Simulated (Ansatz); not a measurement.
# AlH₃O (built from SMILES [OH][AlH2]): single points off equilibrium

A test off equilibrium: a displaced guess of a reacting structure is computed at several levels, and each is set against CCSD(T).

Computed with Ansatz 0.2.0, Gaussian basis. Level: single points in def2-TZVPP.

Correlated methods freeze the cores.

**1. Starting geometry**

5 atoms, charge 0, spin multiplicity 1.

Atoms are counted from 1 here; the program's logs count them from 0.

Bond lengths: Al1–O2 2.177 Å, Al1–H4 1.620 Å, O2–H3 1.250 Å, O2–H5 0.971 Å. Angles: O2–Al1–H4 171.5°, Al1–O2–H3 64.0°, Al1–O2–H5 163.7°, H3–O2–H5 132.3°.

Geometry (Å):

```mol
AlH3O
  3D, bonds by distance, orders not assigned

  5  4  0  0  0  0  0  0  0  0999 V2000
    0.0742    0.8306    0.6682 Al  0  0
    0.2033   -0.9534   -0.5732 O   0  0
   -0.9345   -0.4515   -0.4516 H   0  0
    0.1459    2.2503    1.4457 H   0  0
    0.5274   -1.7262   -1.0627 H   0  0
  1  2  8  0
  1  4  8  0
  2  3  8  0
  2  5  8  0
M  END
```

**2. CCSD(T)/def2-TZVPP**

File run/in.yaml:

```yaml
crystal:
  periodic: [false, false, false]
  atoms:
    - {symbol: Al, position_ang: [0.074200, 0.830600, 0.668200]}
    - {symbol: O, position_ang: [0.203300, -0.953400, -0.573200]}
    - {symbol: H, position_ang: [-0.934500, -0.451500, -0.451600]}
    - {symbol: H, position_ang: [0.145900, 2.250300, 1.445700]}
    - {symbol: H, position_ang: [0.527400, -1.726200, -1.062700]}
basis:
  gaussian: {orbitals: def2-TZVPP}
correlation: {method: ccsd_t}
output: {forces: true}
```

No record of the launch command was kept for these runs.

**3. PBE0-D4/def2-TZVPP**

run/in.yaml: that of step 2 with these lines changed.

```diff
@@ -10,3 +10,3 @@
   gaussian: {orbitals: def2-TZVPP}
-correlation: {method: ccsd_t}
-output: {forces: true}
+hamiltonian: {xc: pbe0, dispersion: d4}
+output: {forces: true, orbitals: {seedname: orbitals}}
```

**4. wB97M-V/def2-TZVPP**

run/in.yaml: that of step 3 with these lines changed.

```diff
@@ -10,3 +10,3 @@
   gaussian: {orbitals: def2-TZVPP}
-hamiltonian: {xc: pbe0, dispersion: d4}
-output: {forces: true, orbitals: {seedname: orbitals}}
+hamiltonian: {xc: {name: wB97M-V}}
+output: {forces: true}
```

**5. r2SCAN-D4/def2-TZVPP**

run/in.yaml: that of step 4 with these lines changed.

```diff
@@ -10,3 +10,3 @@
   gaussian: {orbitals: def2-TZVPP}
-hamiltonian: {xc: {name: wB97M-V}}
+hamiltonian: {xc: r2scan, dispersion: d4}
 output: {forces: true}
```

**6. PBE-D4/def2-TZVPP**

run/in.yaml: that of step 5 with these lines changed.

```diff
@@ -10,3 +10,3 @@
   gaussian: {orbitals: def2-TZVPP}
-hamiltonian: {xc: r2scan, dispersion: d4}
+hamiltonian: {xc: pbe, dispersion: d4}
 output: {forces: true}
```

**7. wB97X-V/def2-TZVPP**

run/in.yaml: that of step 6 with these lines changed.

```diff
@@ -10,3 +10,3 @@
   gaussian: {orbitals: def2-TZVPP}
-hamiltonian: {xc: pbe, dispersion: d4}
+hamiltonian: {xc: {name: wB97X-V}}
 output: {forces: true}
```

**8. r2SCANh-D4/def2-TZVPP**

run/in.yaml: that of step 7 with these lines changed.

```diff
@@ -10,3 +10,3 @@
   gaussian: {orbitals: def2-TZVPP}
-hamiltonian: {xc: {name: wB97X-V}}
+hamiltonian: {xc: {name: r2SCANh}, dispersion: d4}
 output: {forces: true}
```

(Steps that only read results are left out.)

Q: Predict the outcome of this session. Wanted: energy less free atoms, CCSD(T)/def2-TZVPP; RMS force component; RMS force error; HOMO and LUMO, PBE0-D4; T1 diagnostic.

As calculated:

```
                                  quantity                                                                                              value
energy less free atoms, CCSD(T)/def2-TZVPP                                                                                    -254.1 kcal/mol
                       RMS force component                                                               0.848 to 0.896 eV/Å over the methods
                           RMS force error  PBE0-D4 0.101, wB97M-V 0.073, r2SCAN-D4 0.229, PBE-D4 0.274, wB97X-V 0.142, r2SCANh-D4 0.175 eV/Å
                    HOMO and LUMO, PBE0-D4                                                                                 -5.09 and -1.87 eV
                             T1 diagnostic                                                                                              0.019
```

In words: Against CCSD(T) the functionals' energies less atoms differ by -18.5 to -3.0 kcal/mol, PBE-D4 by -18.5 kcal/mol. A larger basis would deepen the CCSD(T) value, while the functionals are nearly converged already, so the order here is not reliable. For forces wB97M-V does best and PBE-D4 worst. Frozen-core CCSD(T) forces in triple zeta carry basis errors of their own, and this is one geometry, so small gaps rank nothing. The restricted Hartree–Fock reference is unstable towards an unrestricted one at one or more of these structures.
